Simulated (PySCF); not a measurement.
Carbon: a sound run and one with changed settings

Sound run: C [He] 2s2 2p2, C⁺ [He] 2s2 2p1. All numbers are calculated (PySCF 2.14, no relativity, point nucleus, in aug-cc-pVDZ). The sound run starts from symmetry-adapted Hartree-Fock orbitals and uses a fine grid where one is needed.

Changed run: initial guess minao, at most 5 SCF cycles. This setting is unsound on purpose.

| species | method | sound run (hartree) | changed run (hartree) | converged |
| --- | --- | --- | --- | --- |
| C | UHF | -37.68776 | -37.68776 | no |
| C | LDA | -37.46043 | -37.46043 | no |
| C | M06-L | -37.84291 | -37.84291 | no |
| C⁺ | UHF | -37.29025 | -37.29025 | no |
| C⁺ | LDA | -37.03047 | -37.03047 | no |
| C⁺ | M06-L | -37.42024 | -37.42024 | no |

The SCF was stopped early; the energies are upper bounds that still move, and correlated levels were skipped or rest on poor orbitals.
